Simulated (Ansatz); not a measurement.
## Ansatz (development build ahead of 0.2.0) run

```yaml
crystal:
  periodic: [false, false, false]
  atoms:
    - { symbol: Li, position_ang: [0.0, 0.0, 0.0] }
    - { symbol: C, position_ang: [0.0, 0.0, 2.956] }
basis:
  gaussian: { orbitals: pcseg-2 }
magnetization:
  spin_polarized: true
  initial_magnetization: 1
hamiltonian:
  xc: r2scan
```

The input is written out in the form of the current development build from the run's settings.

The run gave:

* Converged: yes
* Total energy: -45.34844 hartree
* Spin squared of the determinant: 1.707
* Stability test: minimum

Caution: the unrestricted determinant is a mixture of spin states.
